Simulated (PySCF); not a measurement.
pyrazine (C₄H₄N₂), SMILES c1nccnc1.

Geometry optimised at PBE0-D3(BJ)/def2-SVP.

Level of theory: PySCF with SMD-ωB97X/def2-SVP.

Solvation free energies are E(SMD) − E(gas) at the gas-phase geometry, for 1 M in both phases. In vacuum the dipole moment is 0.00 D.

```
solvent            ΔG(solv) (kcal/mol)  its non-electrostatic (CDS) part  dipole (D)
-----------------  -------------------  --------------------------------  ----------
water                             -6.0                              -0.1        0.00
dimethylsulfoxide                 -4.3                               1.5        0.00
toluene                           -3.9                              -1.1        0.00
```
